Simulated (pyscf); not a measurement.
Cl–SiH₂–Cl (SMILES Cl[SiH2]Cl) → Cl–Si:–Cl (SMILES Cl[Si]Cl) [singlet] + H₂ (SMILES [H][H]), a 1,1-elimination (singlet surface; H–Si, H–Si broken, H–H formed). PySCF, gas phase, ωB97X-D3(BJ)/def2-SVP geometries. Energies in kcal/mol from the reactant's lowest minimum found.

Small-basis levels: PySCF, no dispersion term, spherical d functions. 

Q: Quick HF/3-21G single points give ΔE‡ = 93.4 kcal/mol and ΔE = +28.3 kcal/mol. What does ωB97M-D3(BJ)/def2-TZVP give, and how far is the quick result from it?

A: ωB97M-D3(BJ)/def2-TZVP gives ΔE‡ = 76.5 kcal/mol and ΔE = +37.0 kcal/mol. HF/3-21G lies 17.0 kcal/mol over it in the barrier and 8.6 kcal/mol under it in the reaction energy, so on this step it does not hold to within 3.0 kcal/mol. ωB97M-D3(BJ)/def2-TZVP has limits of its own. One saddle was located; it need not be the lowest between these sides.
